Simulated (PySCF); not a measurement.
# AlSi: from constants to spectrum

UHF-CCSD(T) constants of AlSi, ⁴Σ⁻ (quartet), unpaired electrons σ ↑, π ↑↑ (Al x2c-SVPall, Si x2c-SVPall; spin-free X2C with a Gaussian nucleus (PySCF 2.14); masses 26.9815 and 27.9769 u):

```
ωe            : 392.6 cm⁻¹
ωexe          : 1.91 cm⁻¹
Be            : 0.2093 cm⁻¹
αe            : 0.00140 cm⁻¹
De to Al + Si : 2.29 eV
```

What force constant and bond length do these constants imply?

Reduced mass μred = 13.735 u; k = 5.8918×10⁻⁷·μred·ωe² (u, cm⁻¹, mdyn/Å) = 1.25 mdyn/Å; Re = √(16.8576/(μred·Be)) (u, cm⁻¹, Å) = 2.422 Å.

Estimate the centrifugal constant D from the Kratzer relation and find the Dunham coefficient a1.

D = 4Be³/ωe² = 2.38e-07 cm⁻¹; a1 = −1 − αeωe/(6Be²) = -3.09.

Correlated steps freeze 10 core orbitals. Correlated levels converge slowly with the basis: in double zeta they bind strong bonds too weakly, by up to about 1 eV, and carry superposition errors of some tenths. The state was picked by a PBE0 search and need not be the measured ground state.
